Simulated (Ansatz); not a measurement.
Input file:

```yaml
crystal:
  periodic: [false, false, false]
  atoms:
    - {symbol: B, position_ang: [0.000000, 0.000000, 0.000000]}
    - {symbol: O, position_ang: [0.000000, 0.000000, 1.403204]}
basis:
  gaussian: {orbitals: cc-pVDZ}
total_charge: 1
magnetization: {spin_polarized: false, initial_magnetization: 2}
correlation: {method: fic_nevpt4_sd, electrons: valence, active_space: {window: {electrons: 8, orbitals: 5}, states: [{multiplicity: 3, weights: [1, 1]}]}}
```

```sh
$ ansatz run in.yaml --threads 1 --pin off --events-out ev --progress --plain --max-ram 2393MiB
```

Log:

```
462 factors; integrals over basis functions are off by at most 1.6e-7 eV
mean field evaluation 1: about -2691.6778 eV, gradient 4.0e1 eV
mean field evaluation 2: about -2691.6788 eV, gradient 4.0e1 eV
mean field evaluation 4: about -2696.1110 eV, gradient 4.9e0 eV
mean field evaluation 8: about -2696.3252 eV, gradient 3.0e-1 eV
mean field evaluation 16: about -2696.3263 eV, gradient 2.3e-4 eV
mean field evaluation 32: about -2696.3251 eV, gradient 3.1e-1 eV
mean field -2696.32631290 eV, -99.0881643635 hartree, gradient 2.6e-6 eV, S^2 2.000000; 2 other end points of the search recorded, 0 dependent functions left out
reference -2696.32631290 eV, -99.0881643635 hartree; 7, 5 occupied and 21, 23 virtual orbitals, 462 factors
state -2696.29560928 eV, -99.0870360263 hartree
state -2696.29560928 eV, -99.0870360263 hartree
state -2696.29560928 eV, -99.0870360263 hartree; corrected -2701.57364904 eV, -99.2810004099 hartree
state -2696.29560928 eV, -99.0870360263 hartree; corrected -2701.57364904 eV, -99.2810004099 hartree
Total energy: -2701.57364904 eV, -99.2810004099 hartree
```

Natural occupations, averaged over the states: 2.0000 2.0000 1.5000 1.5000 1.0000.

Ran on 1 thread of Arm Neoverse V1, shared host: 0.54 s wall, 0.08 GiB peak host memory.
